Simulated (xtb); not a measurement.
acetamide (C2H5NO), SMILES C(N)(C)=O. All values are semi-empirical tight-binding results from xtb (GFN2-xTB unless named), good for trends rather than for accurate numbers. Coordinates come from a GFN2-xTB optimisation. The values are those of a single conformer.

Optimised geometry:

```xyz
9

C      0.2437    -1.3747     0.0000
C     -0.1569     0.0852     0.0000
N      0.8976     0.9380     0.0000
O     -1.2999     0.4767     0.0000
H      0.8364    -1.5973     0.8847
H      0.8364    -1.5973    -0.8847
H     -0.6488    -1.9928     0.0000
H      0.7224     1.9287     0.0000
H      1.8482     0.6163     0.0000
```
Charge 0, spin multiplicity 1.

The point group as xtb finds it comes out as Cs. The orbital gap is 5.20 eV and the dipole moment comes out as 4.38 D. The zero-point energy is 44.7 kcal/mol. The G − E(el) at 298.15 K (modified RRHO) is 27.5 kcal/mol, the static polarisability (D4 model) comes out as 39.0 bohr³ and the solvation energy, GFN2-xTB/ALPB(water) is -8.2 kcal/mol. The solvation energy, GFN2-xTB/ALPB(hexane) is -5.0 kcal/mol.

Computed IR lines (harmonic; lines under 4 % of the strongest left out, lines within 3 cm⁻¹ merged):
ν (cm⁻¹): 277 (m), 599 (w), 1004 (w), 1290 (m), 1371 (w), 1452 (m), 1463 (w), 1775 (vs), 3028 (w) (against the strongest line: vs over 80 %, s over 45 %, m over 15 %, w over 4 %, vw less)

Q: Give the atomic charges and the Wiberg bond orders between heavy atoms. (An estimate is asked for; the answer gives what the named calculation found.)

A: charges (e) C1 -0.14, C2 0.29, N3 -0.28, O4 -0.42, H5 0.06, H6 0.06, H7 0.07, H8 0.19, H9 0.18. Bond orders C1–C2 0.98, C2–N3 1.24, C2–O4 1.72.
